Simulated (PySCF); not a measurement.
Delta-SCF ions had no search for a lower state. 

H$_{2}$S, SMILES `S` (charge 0, multiplicity 1)

Calculation: PBE-D3(BJ)/def2-TZVP // B3LYP-D3(BJ)/def2-TZVP (PySCF).

```json
{
 "HOMO": "-6.19 eV",
 "dipole_moment": "0.235 e·Å",
 "LUMO": "-0.43 eV",
 "HOMO–LUMO gap": "5.76 eV",
 "vertical ionisation energy (Delta-SCF)": "10.35 eV",
 "total_energy": "-399.2274 Ha",
 "cost": "roughly 4 core-seconds"
}
```

Bond lengths (Å): S1–H2 1.343, S1–H3 1.343. Bond angles (°): H2–S1–H3 92.5.
Charge 0, spin multiplicity 1.
